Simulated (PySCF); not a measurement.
Molecule: `C[PH](C)=O`, C2H7OP.

Bonds (- single, = double, # triple, : aromatic): C1-P2 1.815 Å, P2-C3 1.815 Å, P2=O4 1.494 Å. C1 carries H5, H6, H7; P2 carries H8; C3 carries H9, H10, H11.

Geometry PBE0-D3(BJ)/def2-SVP throughout; GIAO in PySCF 2.14, gas phase, one conformer, non-relativistic; equivalent atoms averaged; functional PBE0.

For orientation, 6-31G gives these shifts δ (against TMS, H3PO4, H2O at the same level): C1/C3 17.4, P2 -63.7, O4 57.1, H8 6.59, H5/H6/H7/H9/H10/H11 1.12 ppm.

A run gave: C1/C3 18.7, P2 -15.0, O4 87.7, H8 7.59, H5/H6/H7/H9/H10/H11 1.26 ppm (shifts δ (against TMS, H3PO4, H2O at the same level)).

Question: Which basis set was used in that run?
A. STO-3G
B. def2-TZVP
C. def2-SVP
D. 6-311+G(2d,p)

Answer: D. O4 tells them apart best: 6-311+G(2d,p) gives 87.7, def2-TZVP gives 98.7, STO-3G gives 32.1, def2-SVP gives 96.7 ppm.
